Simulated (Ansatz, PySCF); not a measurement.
This PySCF input computes a BLYP/def2-TZVPD energy:

```python
from pyscf import gto, scf, dft

mol = gto.M(
    atom='''
    O     1.08859699    0.24944285   -0.42728356
    C     0.04658452    0.36233721    0.22026559
    H    -0.09897970    1.22977934    0.88845632
    C    -1.01080777   -0.58309006    0.15832965
    H    -1.91279587   -0.45200395    0.74149328
    H    -0.91166091   -1.44880109   -0.48325255
    ''',
    basis='def2-tzvpd',
    charge=0,
    spin=1,
    verbose=4,
)

mf = dft.UKS(mol, xc='blyp').density_fit(auxbasis='def2-universal-jkfit')
mf.grids.level = 3
mf.conv_tol = 1e-9
mf.max_cycle = 100
mf.max_memory = 1500
mf.kernel()
if not mf.converged:
    mf = mf.newton()
    mf.kernel(mf.make_rdm1())
for _ in range(2):
    mo, _, stable, _ = mf.stability(return_status=True)
    if stable:
        break
    mf.kernel(mf.make_rdm1(mo, mf.mo_occ))
mf.analyze()
```

Task: Write an input for the same energy in Ansatz (a first-principles code) and say what it gives.

Result: 
Ansatz 0.2 input:
```yaml
crystal:
  periodic: [false, false, false]
  atoms:
    - {symbol: O, position_ang: [1.08859699, 0.24944285, -0.42728356]}
    - {symbol: C, position_ang: [0.04658452, 0.36233721, 0.22026559]}
    - {symbol: H, position_ang: [-0.09897970, 1.22977934, 0.88845632]}
    - {symbol: C, position_ang: [-1.01080777, -0.58309006, 0.15832965]}
    - {symbol: H, position_ang: [-1.91279587, -0.45200395, 0.74149328]}
    - {symbol: H, position_ang: [-0.91166091, -1.44880109, -0.48325255]}
basis:
  gaussian:
    orbitals: def2-TZVPD
hamiltonian:
  xc: {name: BLYP}
magnetization: {spin_polarized: true, initial_magnetization: 1}
output: {forces: true}
```
It gives -153.19500 Eh, and PySCF -153.19507 Eh, a difference of 0.07 mEh, from the treatment of integrals and grids.

It need not be the lowest isomer of its formula.
